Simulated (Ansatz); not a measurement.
# NH4+ (singlet): from Hartree-Fock to the top rungs at scale of all distances = 1.000, cc-pVDZ

An exercise on one series of results from a longer session: the logs are not shown, and one member is left open.

Program: Ansatz 0.2.0, Gaussian basis. Level of theory: cc-pVDZ, core rule «outside noble gas», up to 1 orbitals frozen. These are calculated values, not measurements.

Plan: UHF; CCSD(T) on RHF; BCCD(T) on RHF; CISD; CCSDT(Q) on RHF; CASSCF and MRCISD+Q, 2 electrons in 2 orbitals; CASSCF and NEVPT2, 2 electrons in 2 orbitals; CASSCF and MRCISD+Q, 8 electrons in 8 orbitals; CASSCF and NEVPT2, 8 electrons in 8 orbitals.

14 further runs of the same task are left out: 1 for a mislabelled method, 1 for a known fault of the program, 10 that didn't finish, 2 set aside as unsound or not needed.

### The system

The geometry derives from a PBE0/def2-TZVP stationary point (not a proven minimum). All distances are scaled together.

5 atoms, charge 1, spin multiplicity 1.

Atoms are counted from 1 here; the program's logs count them from 0.

Bond lengths: N1–H2 1.024 Å, N1–H3 1.024 Å, N1–H4 1.024 Å, N1–H5 1.024 Å. Angles: H2–N1–H3 109.5°, H2–N1–H4 109.5°, H2–N1–H5 109.5°, H3–N1–H4 109.5°, H3–N1–H5 109.5°, H4–N1–H5 109.5°.

The first run:

in.yaml

```yaml
crystal:
  periodic: [false, false, false]
  atoms:
    - {symbol: N, position_ang: [0.000000, 0.000000, 0.000000]}
    - {symbol: H, position_ang: [0.590343, 0.592302, 0.590214]}
    - {symbol: H, position_ang: [-0.592921, -0.588246, 0.591684]}
    - {symbol: H, position_ang: [-0.588983, 0.589598, -0.594267]}
    - {symbol: H, position_ang: [0.591561, -0.593654, -0.587631]}
basis:
  gaussian: {orbitals: cc-pVDZ}
total_charge: 1
magnetization: {spin_polarized: true, initial_magnetization: 0}
hamiltonian: {xc: hf}
output: {orbitals: {seedname: orbitals}}
```

Run with:

```sh
> ansatz run in.yaml --threads 1 --pin off --events-out ev --progress --plain --max-ram 2393MiB
```

Steps of the session up to this table: UHF; CCSD(T) on RHF; BCCD(T) on RHF; CISD; CCSDT(Q) on RHF; CASSCF and MRCISD+Q, 2 electrons in 2 orbitals; CASSCF and NEVPT2, 2 electrons in 2 orbitals; CASSCF and MRCISD+Q, 8 electrons in 8 orbitals; CASSCF and NEVPT2, 8 electrons in 8 orbitals.

One of the session's tables, all rows but one given; the rest of the session is left out.

```
          method  from RCCSDT(Q) (meV)
             RHF               +5659.4
            RMP2                +610.3
            CISD                +339.7
           RCCSD                +114.3
        RCCSD(T)                     ?
         BCCD(T)                 +14.5
          RCCSDT                  +7.3
       RCCSDT(Q)                     0
     CASSCF pair               +5182.7
     NEVPT2 pair                +607.2
     MRCISD pair                +286.7
   MRCISD+Q pair                 +18.4
  CASSCF valence               +2836.6
  NEVPT2 valence                +642.4
  MRCISD valence                 +78.3
MRCISD+Q valence                  -2.3
```

Q: Estimate the row for RCCSD(T) from the others.

**Answer.** from RCCSDT(Q) (meV): +14.4. In the column «from RCCSDT(Q) (meV)» it lies between RCCSDT (+7.3) and BCCD(T) (+14.5).
